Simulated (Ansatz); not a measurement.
Energy needed to pull apart CHAlSi, singlet, into free ground-state atoms, from the structure below (displaced at random from its PBE0-D4/def2-TZVP minimum); no zero-point or spin–orbit terms; open-shell atoms are treated unrestricted, in their ground-state multiplicity.

| atom | x (Å) | y (Å) | z (Å) |
| --- | --- | --- | --- |
| C1 | 0.2472 | 0.6530 | 1.0101 |
| Si2 | 0.7196 | -1.0330 | 1.7494 |
| Al3 | -0.2497 | 0.2057 | -0.6703 |
| H4 | -0.8276 | 0.0016 | -2.2400 |

Ansatz 0.2.0; basis: def2-TZVPP; cores frozen in the correlated methods.

```
   method  atomization energy (eV)
   PBE-D4                    12.17
r2SCAN-D4                    11.77
  PBE0-D4                    11.56
  wB97M-V                    11.59
       HF                     6.93
      MP2                        ?
     CCSD                        ?
  CCSD(T)                    11.34
```

Task: What does MP2 give? (An estimate is asked for; the value comes from the calculation.)

Result: The calculation gives: 11.90 eV, which is about 0.56 eV more than CCSD(T)/def2-TZVPP.

Task: What does CCSD give? (To be estimated.)

Result: The calculation gives: 10.74 eV, which is about 0.60 eV less than CCSD(T)/def2-TZVPP.

In triple zeta the MP2 and coupled-cluster atomization energies are still short of their basis limit by a few kcal/mol a bond, whereas those of the functionals are nearly converged, so these differences are not deviations from converged CCSD(T).

T1 diagnostic: at most 0.024. The restricted Hartree–Fock reference is unstable towards an unrestricted one here.

For scale, one of the runs: CCSD(T)/def2-TZVPP forces, 129 basis functions (an equivalent command: `ansatz run in.yaml --threads 2`). Time: 22 s of wall clock on 2 CPU threads; the host was shared. Peak host memory: 0.9 GiB.
